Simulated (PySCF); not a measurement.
Molecule: SMILES C=CCCC, C$_{5}$H$_{10}$.

Structure with atom numbers: `[CH2:1]=[CH:2][CH2:3][CH2:4][CH3:5]`; H(Xn) means a hydrogen on atom n. Ha(C1) is cis to C3; Hb(C1) is trans to C3.

Geometry PBE0-D3(BJ)/def2-SVP throughout; GIAO in PySCF 2.14.0 with density-fitted response routines, gas phase, one conformer, non-relativistic; equivalent atoms averaged; basis pcSseg-1.

For orientation, PBE gives these absolute shieldings σ: C2 32.3, C1 60.7, C3 135.7, C5 163.0, H(C2) 25.18, Ha(C1) 25.92, Hb(C1) 26.06, H(C4) 29.90, H(C5) 30.17 ppm.

A run gave: C2 36.1, C1 61.6, C3 150.4, C5 173.1, H(C2) 25.30, Ha(C1) 25.87, Hb(C1) 25.99, H(C4) 30.17, H(C5) 30.34 ppm (absolute shieldings σ).

Question: Which functional was used in that run?
A. WP04
B. B3LYP
C. LC-wPBE
D. B97-D

Answer: C. C3 tells them apart best: LC-wPBE gives 150.4, B3LYP gives 136.1, WP04 gives 131.5, B97-D gives 136.0 ppm.
